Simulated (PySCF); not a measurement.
**BF₂ radical: electronic structure in real space**

Aim: take BF₂ radical and see where an electron leaves and enters, measure its response to a uniform field and analyse its density (charges, bond critical points, surface potential).

Computed with PySCF 2.14.0. Level: levels as typed in each script, gas phase, geometry from GFN2-xTB.

1 further run of the same task is left out (it didn't finish).

### Step 1. Where the work starts

SMILES `F[B]F`, 3 atoms, charge 0, spin multiplicity 2.

Bond lengths: F1–B2 1.318 Å, B2–F3 1.318 Å. Angles: F1–B2–F3 114.1°.

Geometry (Å):

```
F     1.1058   -0.1559    0.0000
B     0.0000    0.5613    0.0000
F    -1.1058   -0.1559    0.0000
```

### Step 2. Removing and adding an electron (B3LYP/def2-svpd)

Input file input.py:

```python
import numpy as np
from pyscf import gto, scf, dft
from pyscf.scf import atom_ks, atom_hf
from scipy.linalg import block_diag

def solve(mol, dm0=None, hcore=None):
    mf = (dft.UKS if mol.spin else dft.RKS)(mol, xc='b3lyp')
    mf.grids.level = 3
    mf = mf.density_fit(auxbasis='def2-universal-jkfit')
    mf.conv_tol, mf.max_cycle = 1e-8, 80
    if hcore is not None:
        mf.get_hcore = lambda *args: hcore
    mf.kernel(dm0)
    if not mf.converged:
        mf = mf.newton().run(mf.mo_coeff, mf.mo_occ, max_cycle=30)
    assert mf.converged, 'SCF not converged'
    return mf

mol = gto.M(atom='''
F      1.10583    -0.15592     0.00000
B      0.00000     0.56132     0.00000
F     -1.10583    -0.15592     0.00000
''', basis='def2-svpd', charge=0, spin=1, verbose=4)
mf = solve(mol)
out = dict(e0=mf.e_tot, dm0=mf.make_rdm1(), c=mf.mo_coeff, occ=mf.mo_occ, eps=mf.mo_energy)
for name, dq, spin in [('cation', 1, 0), ('anion', -1, 0)]:
    ion = mol.copy().set(charge=mol.charge + dq, spin=spin).build()
    mi = solve(ion)
    if spin and dq > 0 and mol.nao < 130:
        c, _, stable, _ = mi.stability(return_status=True)
        if not stable:
            mi = solve(ion, mi.make_rdm1(c, mi.mo_occ))
    print(name, 'vertical energy change / eV', (mi.e_tot - mf.e_tot) * 27.211386)
    out.update({'e_' + name: mi.e_tot, 'dm_' + name: mi.make_rdm1(), 's2_' + name: mi.spin_square()[0], 'eps_' + name: mi.mo_energy, 'occ_' + name: mi.mo_occ})
# spherically averaged free atoms, for the promolecule
atm = atom_ks.get_atm_nrks(mol, xc='b3lyp')
pro = block_diag(*[(atm[a[0]][2] * atm[a[0]][3]) @ atm[a[0]][2].T for a in mol._atom])
np.savez('result.npz', pro=pro, **out)
```

On the command line:

```
> OMP_NUM_THREADS=1 python input.py
```

### Step 4. Response to an electric field (PBE0/def2-svp)

Input file input.py:

```python
import numpy as np
from pyscf import gto, scf, dft
from pyscf.scf import atom_ks, atom_hf
from scipy.linalg import block_diag

def solve(mol, dm0=None, hcore=None):
    mf = (dft.UKS if mol.spin else dft.RKS)(mol, xc='pbe0')
    mf.grids.level = 3
    mf = mf.density_fit(auxbasis='def2-universal-jkfit')
    mf.conv_tol, mf.max_cycle = 1e-8, 80
    if hcore is not None:
        mf.get_hcore = lambda *args: hcore
    mf.kernel(dm0)
    if not mf.converged:
        mf = mf.newton().run(mf.mo_coeff, mf.mo_occ, max_cycle=30)
    assert mf.converged, 'SCF not converged'
    return mf

mol = gto.M(atom='''
F      1.10583    -0.15592     0.00000
B      0.00000     0.56132     0.00000
F     -1.10583    -0.15592     0.00000
''', basis='def2-svp', charge=0, spin=1, verbose=4)
field = np.array([0.0, 0.0, 0.002])  # atomic units
mol.set_common_orig(mol.atom_charges() @ mol.atom_coords() / mol.atom_charges().sum())
mf = solve(mol)
out = dict(dm0=mf.make_rdm1(), d0=mf.dip_moment(unit='AU'), e0=mf.e_tot)
for name, sign in (('p', 1), ('m', -1)):
    h = mf.get_hcore() + sign * np.einsum('x,xij->ij', field, mol.intor('int1e_r'))
    mi = solve(mol, mf.make_rdm1(), h)
    out.update({'dm' + name: mi.make_rdm1(), 'd' + name: mi.dip_moment(unit='AU'), 'e' + name: mi.e_tot})
# spherically averaged free atoms, for the promolecule
atm = atom_ks.get_atm_nrks(mol, xc='pbe0')
pro = block_diag(*[(atm[a[0]][2] * atm[a[0]][3]) @ atm[a[0]][2].T for a in mol._atom])
np.savez('result.npz', pro=pro, **out)
```

### Step 6. Density, bond paths and surface potential (PBE0/6-31g*)

Input file input.py:

```python
import numpy as np
from pyscf import gto, scf, dft
from pyscf.scf import atom_ks, atom_hf
from scipy.linalg import block_diag

def solve(mol, dm0=None, hcore=None):
    mf = (dft.UKS if mol.spin else dft.RKS)(mol, xc='pbe0')
    mf.grids.level = 3
    mf = mf.density_fit(auxbasis='def2-universal-jkfit')
    mf.conv_tol, mf.max_cycle = 1e-8, 80
    if hcore is not None:
        mf.get_hcore = lambda *args: hcore
    mf.kernel(dm0)
    if not mf.converged:
        mf = mf.newton().run(mf.mo_coeff, mf.mo_occ, max_cycle=30)
    assert mf.converged, 'SCF not converged'
    return mf

mol = gto.M(atom='''
F      1.10583    -0.15592     0.00000
B      0.00000     0.56132     0.00000
F     -1.10583    -0.15592     0.00000
''', basis='6-31g*', charge=0, spin=1, verbose=4)
mf = solve(mol)
mf.analyze()
# spherically averaged free atoms, for the promolecule
atm = atom_ks.get_atm_nrks(mol, xc='pbe0')
pro = block_diag(*[(atm[a[0]][2] * atm[a[0]][3]) @ atm[a[0]][2].T for a in mol._atom])
np.savez('result.npz', e=mf.e_tot, c=mf.mo_coeff, occ=mf.mo_occ, eps=mf.mo_energy, pro=pro, dip=mf.dip_moment(verbose=0), s2=mf.spin_square()[0])
```

(Steps that only read results are left out.)

**Question.** What will these runs give? Wanted: vertical ionisation energy; vertical electron affinity; polarisability along the field; dipole moment; HOMO, LUMO.

**Answer**, as computed:

```
                                      quantity            value
  vertical ionisation energy (B3LYP/def2-svpd)         10.96 eV
  vertical electron affinity (B3LYP/def2-svpd)          0.96 eV
polarisability along the field (PBE0/def2-svp)       13.1 bohr³
                   dipole moment (PBE0/6-31g*)           0.55 D
                      HOMO, LUMO (PBE0/6-31g*)  -7.22, -1.86 eV
```

**Reading.** The ionisation energy from two SCF runs, 10.96 eV, lies 3.5 eV above −ε(HOMO) = 7.48 eV of the same level, B3LYP/def2-svpd, since self-interaction lifts this functional's HOMO. At PBE0/6-31g*: The highest Hirshfeld charge is on B2 (+0.24 e), the lowest on F1 and F3 (−0.12 e). The geometry was not optimised at these levels.
